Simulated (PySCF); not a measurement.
# C4H3FO: the cost of one run

Programs: PySCF 2.14.0, with density-fitted response routines of our own. Each step states its level of theory. These are calculated values for one molecule in the gas phase, unless marked as measured. Atoms count from 0, in the outputs and in this text.

## 1. The starting structure

9 atoms, charge 0, multiplicity 1; geometry from: GFN2-xTB.

Bonds of the start (Å): C0–C1 1.20, C1–C2 1.45, C2–C3 1.50, C3–O4 1.18, C3–F5 1.36, C0–H6 1.05, C2–H7 1.09, C2–H8 1.09.

## 2. Excited states and response: B3LYP/def2-SVPD

What the job is given:

```
{"job": {"kind": "uv", "xc": "B3LYP", "basis": "def2-SVPD", "nstates": 8, "ntriplets": 3}, "charge": 0, "multiplicity": 1}
C      2.075098     0.299485    -0.155379
C      0.964869    -0.144602    -0.151083
C     -0.397277    -0.651247    -0.130504
C     -1.307527     0.466264     0.285226
O     -2.068396     1.096107    -0.356470
F     -1.159189     0.738922     1.610991
H      3.057039     0.667664    -0.169567
H     -0.683626    -0.999208    -1.125088
H     -0.467430    -1.467392     0.593933
```

With the program's defaults for keys left out, this is: TDDFT B3LYP/def2-SVPD, vertical, gas phase, core orbitals frozen in the response.

Launch:

```sh
$ OMP_NUM_THREADS=1 python probes_run.py task.json out
```

The driver reads the jobs from task.json and runs them one after another.

**Question.** How long does this job take on 1 thread of Arm Neoverse V2, shared host, and how much memory does it need?

About 12 s, with a peak of 0.6 GiB.
